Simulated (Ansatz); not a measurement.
This Ansatz (an electronic-structure program) input (CCSD(T)/aug-pcseg-1) gives -1403.75558 Eh with 104 basis functions. A basis named .json is the Basis Set Exchange file of that set (core-valence sets with the plain set on hydrogen).

Ansatz 0.2 input:
```yaml
crystal:
  periodic: [false, false, false]
  atoms:
    - {symbol: B, position_ang: [0.00000000, -0.00000000, -0.00000000]}
    - {symbol: Cl, position_ang: [0.00508444, 1.74500655, -0.02473757]}
    - {symbol: Cl, position_ang: [1.50850421, -0.87734968, -0.01892724]}
    - {symbol: Cl, position_ang: [-1.51358865, -0.86765687, 0.04366481]}
basis:
  gaussian:
    orbitals: aug-pcseg-1.json
magnetization: {spin_polarized: false}
correlation: {method: ccsd_t, electrons: outside_noble_gas}
```

Change:
```diff
- orbitals: aug-pcseg-1.json
+ orbitals: cc-pV_T+d_Z.json
```

What does the run give now?

-1404.11597 Eh (CCSD(T)/cc-pV(T+d)Z, 147 functions), a change of -360.39 mEh.
